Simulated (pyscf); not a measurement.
`[B][Cl]` [singlet] + `[SiH4]` -> `[BH]` [singlet] + `[SiH3][Cl]`, a concerted two-bond exchange (singlet surface; B–Cl, H–Si broken, B–H, Cl–Si formed). PySCF, gas phase, ωB97X-D3(BJ)/def2-SVP geometries. Correlated levels are frozen-core, on RHF or UHF. ΔMP2 is the change of the MP2 total energy from the triple- to the quadruple-zeta basis. Energies in kJ/mol from the separated reactants.

GFN2-xTB: tblite. 

Problem. In single points GFN2-xTB puts the saddle at 105.8 kJ/mol and the reaction energy at +108.0 kJ/mol. Should these be trusted to within a few kcal/mol? Compare with CCSD(T)/def2-TZVPP + ΔMP2(QZVPP).

Solution. CCSD(T)/def2-TZVPP + ΔMP2(QZVPP) gives ΔE‡ = 147.1 kJ/mol and ΔE = +96.0 kJ/mol. GFN2-xTB lies 41.2 kJ/mol under it in the barrier and 12.0 kJ/mol over it in the reaction energy, so on this step it does not hold to within 12.6 kJ/mol. At GFN2-xTB this geometry lies under one side, so its ΔE‡ may be no barrier of that level. CCSD(T)/def2-TZVPP + ΔMP2(QZVPP) has limits of its own. On the product side the descent ends in a complex, 17.2 kJ/mol under the separated species and 55.6 kJ/mol under the saddle at ωB97X-D3(BJ)/def2-TZVP. At ωB97X-D3(BJ) the barrier from the zero used here is 132.7 kJ/mol. The same reactants have a lower exit, to H₃Si–BH–Cl (barrier +49.9 kJ/mol at ωB97M-D3(BJ), against +145.1 kJ/mol here). One saddle was located; it need not be the lowest between these sides. The CCSD(T) − MP2 part came from Ansatz, without density fitting, on the same reference.
